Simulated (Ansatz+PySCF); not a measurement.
Results of a calculation; reference values are marked as such.
This Ansatz input gave a total energy of -436.63194 hartree.

```yaml
crystal:
  periodic: [false, false, false]
  atoms:
    - { symbol: C, position_ang: [0.00977, 0.00014, -1.02379] }
    - { symbol: S, position_ang: [-0.00419, 0.00882, 0.58686] }
    - { symbol: H, position_ang: [-0.00906, -0.93326, -1.61508] }
    - { symbol: H, position_ang: [0.00544, 0.92366, -1.61858] }
basis:
  gaussian: { orbitals: def2-SVP }
hamiltonian:
  xc: hf
correlation:
  method: mp2
  frozen_orbitals: { C: 1, H: 0, S: 5 }
scf:
  omitted_lower_state_checks: [stability, starts, atomic_configurations, cluster_reference, orbital_swaps, given_window_search, neighbouring_geometries, increment]
```

Q: Write an input for PySCF with the same method and basis set.

A:

```python
from pyscf import gto, scf, mp

mol = gto.M(atom="""
C 0.009770 0.000140 -1.023790
S -0.004190 0.008820 0.586860
H -0.009060 -0.933260 -1.615080
H 0.005440 0.923660 -1.618580
""", basis='def2-svp', charge=0, spin=0)
mf = scf.RHF(mol)
mf.kernel()
pt = mp.MP2(mf, frozen=6).run()
print(mf.e_tot, pt.e_corr, pt.e_tot)
```

PySCF 2.14.0 gave -436.63195 hartree, 0.08 meV from the first.
